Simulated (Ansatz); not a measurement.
in.yaml

```yaml
crystal:
  periodic: [false, false, false]
  atoms:
    - {symbol: B, position_ang: [-1.397868, 0.030718, 0.000000]}
    - {symbol: H, position_ang: [-1.994601, 1.064290, 0.000000]}
    - {symbol: H, position_ang: [-1.994601, -1.002853, 0.000000]}
    - {symbol: H, position_ang: [-0.287868, 0.030718, 0.000000]}
    - {symbol: O, position_ang: [1.127132, 0.030718, 0.000000]}
    - {symbol: H, position_ang: [1.378991, -0.909232, 0.000000]}
basis:
  gaussian: {orbitals: cc-pVDZ}
magnetization: {spin_polarized: false, initial_magnetization: 1}
correlation: {method: ccsdt_q, electrons: outside_noble_gas}
```

```sh
$ ansatz run in.yaml --threads 1 --pin off --events-out ev --progress --plain --max-ram 2393MiB
```

Output:

```
854 factors; integrals over basis functions are off by at most 2.2e-7 eV
mean field evaluation 1: about -2764.1913 eV, gradient 3.1e1 eV
mean field evaluation 2: about -2764.2188 eV, gradient 3.1e1 eV
mean field evaluation 4: about -2768.0342 eV, gradient 5.1e0 eV
mean field evaluation 8: about -2768.4432 eV, gradient 8.4e-1 eV
mean field evaluation 16: about -2768.4509 eV, gradient 2.1e-6 eV
mean field evaluation 32: about -2767.5352 eV, gradient 7.9e-6 eV
mean field evaluation 64: about -2767.5234 eV, gradient 1.5e0 eV
mean field evaluation 96: about -2760.4296 eV, gradient 2.5e1 eV
mean field evaluation 128: about -2768.4509 eV, gradient 1.5e-3 eV
mean field -2768.45085860 eV, -101.7386925303 hartree, gradient 2.1e-6 eV, S^2 0.750000; 6 other end points of the search recorded, 0 dependent functions left out
mean field evaluation 160: about -2765.2627 eV, gradient 1.7e1 eV
determinant -2768.45085860 eV, -101.7386925303 hartree, with singles and doubles -2776.64733258 eV, -102.0399073932 hartree
determinant -2767.53522483 eV, -101.7050436096 hartree, with singles and doubles -2775.46629316 eV, -101.9965049950 hartree
2 core orbitals not correlated: weight in the atoms' cores, before any rotation towards them, 1.000 or more for the frozen orbitals, at most 0.000 for the correlated occupied ones
reference -2768.45085860 eV, -101.7386925303 hartree; 7, 6 occupied and 39, 40 virtual orbitals, 854 factors
second order -7.04826905 eV of doubles, -0.10498385 eV of singles
...
cycle  12  -8.35724409 eV  change   -2.0e-5 eV  update   8.3e-5
cycle  13  -8.35724338 eV  change    7.2e-7 eV  update   4.9e-5
cycle  14  -8.35728245 eV  change   -3.9e-5 eV  update   3.0e-5
cycle  15  -8.35731405 eV  change   -3.2e-5 eV  update   1.7e-5
cycle  16  -8.35732179 eV  change   -7.7e-6 eV  update   9.6e-6
cycle  17  -8.35732023 eV  change    1.6e-6 eV  update   5.7e-6
cycle  18  -8.35731700 eV  change    3.2e-6 eV  update   3.3e-6
cycle  19  -8.35731696 eV  change    3.8e-8 eV  update   1.8e-6
cycle  20  -8.35731822 eV  change   -1.3e-6 eV  update   1.1e-6
cycle  21  -8.35731951 eV  change   -1.3e-6 eV  update   7.6e-7
perturbative correction -0.01147256 eV, -0.0004216089 hartree
Total energy: -2776.81965068 eV, -102.0462399664 hartree
```

For the same geometry and basis UCCSDT(Q) lies 0.8 meV lower.

Ran on 1 thread of Intel Xeon Platinum 8488C, shared host: 56 s wall, 0.89 GiB peak host memory.
